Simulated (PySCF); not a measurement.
`[BH3-][NH3+]`: ΔSCF against reference XPS values

What was measured (core binding energies): B 1s of B1 193.73 eV [1]; N 1s of N2 (atom 2) 408.41 eV [1]. Sources and the comparison follow the method.

Species: BH6N.
Structure used (PBE0-D3(BJ)/def2-SVP), in Å, numbered top down from 1:
```xyz
8
BH6N angstrom
B     -0.806    0.106   -0.039
N      0.813   -0.118    0.005
H     -1.219   -0.670   -0.893
H     -0.964    1.282   -0.339
H     -1.203   -0.163    1.088
H      1.047   -1.079    0.253
H      1.252    0.495    0.693
H      1.238    0.080   -0.902
```

Theory: delta-SCF UKS SCAN, pcX-2 on the ionised atom, pcseg-1 elsewhere, spin-free X2C (PySCF). These are vertical core ionisation energies against the vacuum level, from separate self-consistent calculations with and without the core hole.

```
atom                   environment  level  this calculation (eV)  reference (eV)  difference (eV)  source
  B1         four-coordinate boron   B 1s                 193.92          193.73            +0.19     [1]
  N2  nitrogen bonded to B and 3 H   N 1s                 408.24          408.41            -0.17     [1]
```

[1] measured, gas; Beach, A photoelectron spectroscopic study of bonding in inorganic and organometallic compounds, PhD thesis, LBL 1985

Question: How well does this level of theory reproduce the measurements here?

Answer: Over the 2 different measured values (2 distinct lines) the mean signed difference is +0.01 eV, the mean unsigned one 0.18 eV and the largest 0.19 eV. The calculation is vertical and has no vibrational structure, and measured positions depend on the energy calibration.

Geometry: PBE0-D3(BJ)/def2-SVP; no solvent, vibrations or thermal averaging.

Hardware: an Arm Neoverse V2 with one thread, no GPU (shared host). Cost: 3.2 s wall, 0.34 GiB resident at most.
